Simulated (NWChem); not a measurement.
All runs are NWChem calculations. System: hydrogen isocyanide (CHN), charge 0, spin multiplicity 1, at a geometry optimised with PBE0/def2-SVP. Level: MP2/def2-TZVP, 2 core orbitals frozen.

Output (cleaned and shortened):

```
             Northwest Computational Chemistry Package (NWChem) 7.3.0
             --------------------------------------------------------

                                NWChem Input Module
                                -------------------

 Scaling coordinates for geometry "geometry" by  1.889725989
 (inverse scale =  0.529177249)

 Turning off AUTOSYM since
 SYMMETRY directive was detected!

                             Geometry "geometry" -> ""
                             -------------------------

 Output coordinates in angstroms (scale by  1.889725989 to convert to a.u.)

  No.       Tag          Charge          X              Y              Z
 ---- ---------------- ---------- -------------- -------------- --------------
    1 C                    6.0000     0.00000000     0.00000000     0.74109300
    2 N                    7.0000     0.00000000     0.00000000    -0.43037300
    3 H                    1.0000     0.00000000     0.00000000    -1.43394400

 Effective nuclear repulsion energy (a.u.)      24.1231686442

            Nuclear Dipole moment (a.u.)
            ----------------------------
        X                 Y               Z
 ---------------- ---------------- ----------------
     0.0000000000     0.0000000000     0.0000056692

      Symmetry information
      --------------------

 Group name             C2v
 Group number             16
 Group order               4
 No. of unique centers     3

      Symmetry unique atoms

     1    2    3


 Summary of "ao basis" -> "" (spherical)
 ------------------------------------------------------------------------------
       Tag                 Description            Shells   Functions and Types
 ---------------- ------------------------------  ------  ---------------------
 *                         def2-tzvp                  on all atoms

 Summary of "ao basis" -> "ao basis" (spherical)
 ------------------------------------------------------------------------------
       Tag                 Description            Shells   Functions and Types
 ---------------- ------------------------------  ------  ---------------------
 C                         def2-tzvp                11       31   5s3p2d1f
 N                         def2-tzvp                11       31   5s3p2d1f
 H                         def2-tzvp                 4        6   3s1p

                                 NWChem SCF Module
                                 -----------------

  ao basis        = "ao basis"
  functions       =    68
  atoms           =     3
  closed shells   =     7
  open shells     =     0
  charge          =   0.00
  wavefunction    = RHF
  use symmetry    = T
  symmetry adapt  = T

 Summary of "ao basis" -> "ao basis" (spherical)
 ------------------------------------------------------------------------------
       Tag                 Description            Shells   Functions and Types
 ---------------- ------------------------------  ------  ---------------------
 C                         def2-tzvp                11       31   5s3p2d1f
 N                         def2-tzvp                11       31   5s3p2d1f
 H                         def2-tzvp                 4        6   3s1p

      Symmetry analysis of basis
      --------------------------

        a1         32
        a2          6
        b1         15
        b2         15

 Forming initial guess at       0.1s

      Superposition of Atomic Density Guess
      -------------------------------------

 Sum of atomic energies:         -92.48268922

      Non-variational initial energy
      ------------------------------

 Total energy =     -93.128112
 1-e energy   =    -171.793654
 2-e energy   =      54.542374
 HOMO         =      -0.386434
 LUMO         =       0.040878

      Symmetry analysis of molecular orbitals - initial
      -------------------------------------------------

 !! scf_movecs_sym_adapt:   42 vectors were symmetry contaminated

  Symmetry fudging

 !! scf_movecs_sym_adapt:   38 vectors were symmetry contaminated

  Numbering of irreducible representations:

     1 a1          2 a2          3 b1          4 b2

  Orbital symmetries:

     1 a1          2 a1          3 a1          4 a1          5 b2
[...]
   Bfn.  Coefficient  Atom+Function         Bfn.  Coefficient  Atom+Function
  ----- ------------  ---------------      ----- ------------  ---------------
    37      0.359071  2 N  px                40      0.336238  2 N  px
     6      0.219753  1 C  px                43      0.216205  2 N  px
     9      0.183433  1 C  px

 Vector    6  Occ=2.000000D+00  E=-5.195703D-01  Symmetry=b2
              MO Center= -1.5D-33,  1.6D-17, -1.2D-01, r^2= 1.0D+00
   Bfn.  Coefficient  Atom+Function         Bfn.  Coefficient  Atom+Function
  ----- ------------  ---------------      ----- ------------  ---------------
    38      0.359071  2 N  py                41      0.336238  2 N  py
     7      0.219753  1 C  py                44      0.216205  2 N  py
    10      0.183433  1 C  py

 Vector    7  Occ=2.000000D+00  E=-4.911882D-01  Symmetry=a1
              MO Center= -5.3D-18, -1.3D-18,  1.1D+00, r^2= 9.5D-01
   Bfn.  Coefficient  Atom+Function         Bfn.  Coefficient  Atom+Function
  ----- ------------  ---------------      ----- ------------  ---------------
     4      0.419027  1 C  s                  8      0.321306  1 C  pz
     5      0.305239  1 C  s                 11      0.247883  1 C  pz
     3      0.245793  1 C  s                  2     -0.152799  1 C  s

 Vector    8  Occ=0.000000D+00  E= 1.256208D-01  Symmetry=a1
              MO Center=  7.9D-19, -1.0D-18, -2.2D+00, r^2= 2.5D+00
   Bfn.  Coefficient  Atom+Function         Bfn.  Coefficient  Atom+Function
  ----- ------------  ---------------      ----- ------------  ---------------
    65      2.636037  3 H  s                 45      1.329716  2 N  pz
    36     -1.205266  2 N  s                  4     -0.756531  1 C  s
    35      0.491864  2 N  s                  5     -0.448335  1 C  s
    11      0.282826  1 C  pz                34     -0.230835  2 N  s

 Vector    9  Occ=0.000000D+00  E= 1.632802D-01  Symmetry=b1
              MO Center=  1.4D-16,  1.0D-32,  6.2D-01, r^2= 2.7D+00
   Bfn.  Coefficient  Atom+Function         Bfn.  Coefficient  Atom+Function
  ----- ------------  ---------------      ----- ------------  ---------------
    12      0.957704  1 C  px                43     -0.711104  2 N  px
     6      0.266438  1 C  px                 9      0.233765  1 C  px
    37     -0.220337  2 N  px                40     -0.176823  2 N  px

 Vector   10  Occ=0.000000D+00  E= 1.632802D-01  Symmetry=b2
              MO Center=  2.3D-32,  3.9D-17,  6.2D-01, r^2= 2.7D+00
   Bfn.  Coefficient  Atom+Function         Bfn.  Coefficient  Atom+Function
  ----- ------------  ---------------      ----- ------------  ---------------
    13      0.957704  1 C  py                44     -0.711104  2 N  py
     7      0.266438  1 C  py                10      0.233765  1 C  py
    38     -0.220337  2 N  py                41     -0.176823  2 N  py

 center of mass
 --------------
 x =   0.00000000 y =   0.00000000 z =   0.09944402

 moments of inertia (a.u.)
 ------------------
          39.930831033407           0.000000000000           0.000000000000
           0.000000000000          39.930831033407           0.000000000000
           0.000000000000           0.000000000000           0.000000000000

  Mulliken analysis of the total density
  --------------------------------------

    Atom       Charge   Shell Charges
 -----------   ------   -------------------------------------------------------
    1 C    6     5.98   0.86  1.12  0.60  0.78  0.39  0.99  0.92  0.21  0.04  0.07  0.01
    2 N    7     7.36   0.82  1.16  0.54  0.72  0.13  1.53  1.72  0.72  0.01  0.02  0.01
    3 H    1     0.65   0.24  0.35  0.03  0.04

       Multipole analysis of the density wrt the origin
       ------------------------------------------------

     L   x y z        total         open         nuclear
     -   - - -        -----         ----         -------
     0   0 0 0     -0.000000      0.000000     14.000000

     1   1 0 0     -0.000000      0.000000      0.000000
     1   0 1 0      0.000000      0.000000      0.000000
     1   0 0 1     -1.146610      0.000000      0.000006

     2   2 0 0     -9.036306      0.000000      0.000000
     2   1 1 0     -0.000000      0.000000      0.000000
     2   1 0 1      0.000000      0.000000      0.000000
     2   0 2 0     -9.036306      0.000000      0.000000
     2   0 1 1      0.000000      0.000000      0.000000
     2   0 0 2     -7.512423      0.000000     23.740631

                   NWChem MP2 Semi-direct Energy/Gradient Module
                   ---------------------------------------------

  Basis functions       =     68
  Molecular orbitals    =     68
  Frozen core           =      2
  Frozen virtuals       =      0
  Active alpha occupied =      5
  Active beta occupied  =      5
  Active alpha virtual  =     61
  Active beta virtual   =     61
  Use MO symmetry       = T
  Use skeleton AO sym   = T

  AO/Fock/Back tols     =   1.0D-09  1.0D-09  1.0D-09

 GA uses MA = F    GA memory limited = T

 Available:
  local mem=  1.26D+08
 global mem=  1.44D+08
 local disk=  0.00D+00
  mp2_memr nvloc                    61
  nvloc new                    61
   1 passes of   5:        4194304                      24676                   2439748.
   1 passes of   5: M    126153212           G      144169952           F     121958908.

 Semi-direct pass number   1 of   1  for RHF alpha+beta  at        0.9s
  vrange nnbf                  2345
  mp2_eaftype                    10  avail_ma_in_mb                  1099
 EAF : mp2_eaftype filesize          10    1219874.
  mp2_eaf for mointskh                     10
Node 0 wrote      5.7 Mb in      0.0 s     Agg I/O rate:  1978.9 Mb/s
 Done moints_semi at        2.1s
  mp2_eaftype                    10  avail_ma_in_mb                  1089
 EAF : mp2_eaftype filesize          10    1219874.
  mp2_eaf for kh                    10
 Done maket at        2.2s
 Done multipass loop at        2.2s

          -------------------------------------------
          SCF energy                 -92.894670009748
          Correlation energy          -0.329209770839
          Singlet pairs               -0.208618890882
          Triplet pairs               -0.120590879957
          Total MP2 energy           -93.223879780588
          -------------------------------------------

          ---------------------------------------------------
                    Spin Component Scaled (SCS) MP2
          Same spin pairs                     -0.080393919971
          Same spin scaling factor             0.333333333333
          Opposite spin pairs                 -0.248815850868
          Opposite spin scaling fact.          1.200000000000
          SCS-MP2 correlation energy          -0.325376994365
          Total SCS-MP2 energy               -93.220047004114
          ---------------------------------------------------

 -----------------------
 Performance information
 -----------------------

 Timer overhead =  2.36D-07 seconds/call

               Nr. of calls         CPU time (s)                 Wall time (s)                GFlops
             ---------------    -------------------     ------------------------------   -------------------
Name         Min   Avg   Max    Min     Avg     Max     Min     Avg     Max   Mx/calls   Min     Max     Sum
mp2: moin     1     1     1    1.2     1.2     1.2      1.2     1.2     1.2     1.2      0.0     0.0     0.0
mp2: make     1     1     1   5.72E-2 5.72E-2 5.72E-2  5.72E-2 5.72E-2 5.72E-2 5.72E-2   0.0     0.0     0.0
mp2: tota     1     1     1    1.3     1.3     1.3      1.3     1.3     1.3     1.3      0.0     0.0     0.0

 The average no. of pstat calls per process was 3.00D+00
 with a timing overhead of 7.09D-07s

 Task  times  cpu:        2.2s     wall:        2.2s

 Total times  cpu:        2.2s     wall:        2.2s
```

### Question
Write an NWChem input that would produce this output.

### Answer
This is not unique; one that fits is 
```
start mol
memory heap 200 mb stack 900 mb global 1100 mb
geometry units angstroms nocenter noautoz
  C      0.000000     0.000000     0.741093
  N      0.000000     0.000000    -0.430373
  H      0.000000     0.000000    -1.433944
  symmetry group C2v
end
basis spherical
  * library def2-tzvp
end
scf
  rhf
  nopen 0
  maxiter 100
  thresh 1e-7
  semidirect memsize 60000000 filesize 0
end
mp2
  freeze core 2
end
task mp2 energy
```
